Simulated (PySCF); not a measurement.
## Orbital picture of BF⁺

MN15 at R = 1.216 Å; PySCF, no relativity, basis sets B 6-311G(d,p), F 6-311G(d,p). State: ²Σ⁺ (doublet), unpaired electrons σ ↑. Only the outer orbitals are listed, counted within each symmetry.

```json
{"spin": "α", "orbital": "3σ", "occ.": "1", "ε (eV)": "-45.75", "on B (%)": "15", "main shells (%)": "81 F s"}
{"spin": "α", "orbital": "4σ", "occ.": "1", "ε (eV)": "-27.32", "on B (%)": "17", "main shells (%)": "70 F p, 12 F s, 12 B s"}
{"spin": "α", "orbital": "1π", "occ.": "1", "ε (eV)": "-24.94", "on B (%)": "15", "main shells (%)": "85 F p, 13 B p"}
{"spin": "α", "orbital": "1π", "occ.": "1", "ε (eV)": "-24.94", "on B (%)": "15", "main shells (%)": "85 F p, 13 B p"}
{"spin": "α", "orbital": "5σ", "occ.": "1", "ε (eV)": "-19.97", "on B (%)": "97", "main shells (%)": "67 B s, 30 B p"}
{"spin": "α", "orbital": "2π", "occ.": "0", "ε (eV)": "-9.90", "on B (%)": "90", "main shells (%)": "89 B p, 10 F p"}
{"spin": "α", "orbital": "2π", "occ.": "0", "ε (eV)": "-9.90", "on B (%)": "90", "main shells (%)": "89 B p, 10 F p"}
{"spin": "α", "orbital": "6σ", "occ.": "0", "ε (eV)": "-2.98", "on B (%)": "108", "main shells (%)": "76 B p, 24 B s, 8 B d"}
{"spin": "β", "orbital": "3σ", "occ.": "1", "ε (eV)": "-45.74", "on B (%)": "15", "main shells (%)": "82 F s"}
{"spin": "β", "orbital": "4σ", "occ.": "1", "ε (eV)": "-27.18", "on B (%)": "17", "main shells (%)": "71 F p, 12 F s, 10 B s"}
{"spin": "β", "orbital": "1π", "occ.": "1", "ε (eV)": "-24.96", "on B (%)": "12", "main shells (%)": "88 F p, 10 B p"}
{"spin": "β", "orbital": "1π", "occ.": "1", "ε (eV)": "-24.96", "on B (%)": "12", "main shells (%)": "88 F p, 10 B p"}
{"spin": "β", "orbital": "5σ", "occ.": "0", "ε (eV)": "-11.44", "on B (%)": "98", "main shells (%)": "82 B s, 14 B p"}
{"spin": "β", "orbital": "2π", "occ.": "0", "ε (eV)": "-7.56", "on B (%)": "92", "main shells (%)": "93 B p"}
{"spin": "β", "orbital": "2π", "occ.": "0", "ε (eV)": "-7.56", "on B (%)": "92", "main shells (%)": "93 B p"}
```

**Question.** Which are the highest filled and the lowest empty level, where do they sit, and how wide is the gap?

**Answer.** Highest filled α 5σ at -19.97 eV (in %: 67 B s, 30 B p); lowest empty β 5σ at -11.44 eV (in %: 82 B s, 14 B p); the gap at MN15 is 8.53 eV.

| Item | Value |
| --- | --- |
| bond order (Mayer) | 1.78 |
| ⟨S²⟩ | 0.754 |
| charge on B (Mulliken, basis-dependent) | 0.83 |
| charge on B (Löwdin, basis-dependent) | 0.54 |
| dipole moment (positive dipole points towards F; it is taken about the centre of mass and depends on that origin) | -3.54 D |

Shares are Mulliken populations and can fall outside 0 to 100 %.

The state is the lowest determinant that a PBE0 search found; another state may lie lower at other levels.
